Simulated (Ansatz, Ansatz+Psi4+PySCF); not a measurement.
```xyz
2

Ti    0.0000    0.0000    0.0000
N     0.0000    0.0000    1.4554
```

Basis set: cc-pVTZ (spherical functions). Correlated methods keep 6 orbitals frozen. Correlation on ROHF uses semicanonical orbitals with singles. Charge 0, multiplicity 2.

Computed with Ansatz (development build ahead of 0.2.0); the reference of a correlated method needn't be the lowest determinant of its kind.

Question: Give the atomization energy at this shape (free ground-state atoms in the same class of orbitals less the molecule, no zero-point energy) of doublet TiN by UHF-BCCD(T), ROHF-CCSD(T).

Answer:

```json
{"method": "UHF-BCCD(T)", "atomization energy": "4.32 eV"}
{"method": "ROHF-CCSD(T)", "atomization energy": "4.28 eV"}
```

Caution: other spin multiplicities were not run; the reference determinant was not shown to be the lowest; the shape is not the minimum.
